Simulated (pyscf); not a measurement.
PySCF, gas phase, ωB97X-D3(BJ)/def2-SVP geometries.

Question: PBE/def2-TZVP puts the barrier of F–GeH₂–GeH₃ + hydrogen (H₂) → digermane (H₃Ge–GeH₃) + hydrogen fluoride (HF) (four-centre exchange; singlet surface; F–Ge, H–H broken, Ge–H, F–H formed) at 39.3 kcal/mol and the reaction energy at +8.3 kcal/mol, from the separated reactants. What do PBE0-D3(BJ)/def2-TZVP, M06-2X/def2-TZVP, ωB97M-D3(BJ)/def2-TZVP give on the same structures?

Answer: PBE0-D3(BJ): ΔE‡ = 42.5 kcal/mol, ΔE = +6.7 kcal/mol; M06-2X: ΔE‡ = 48.7 kcal/mol, ΔE = +12.8 kcal/mol; ωB97M-D3(BJ): ΔE‡ = 45.4 kcal/mol, ΔE = +8.0 kcal/mol. PBE's barrier lies under all of them, by 3.2 to 9.4 kcal/mol. Its reaction energy lies among theirs. Low barriers are usual for a GGA, whose delocalisation error favours stretched bonds. At the saddle there is also a short Ge–H contact that neither side keeps. This is the saddle that the search found; another between the same sides may lie lower. Elements up to Kr have no core potential and no relativistic terms here.
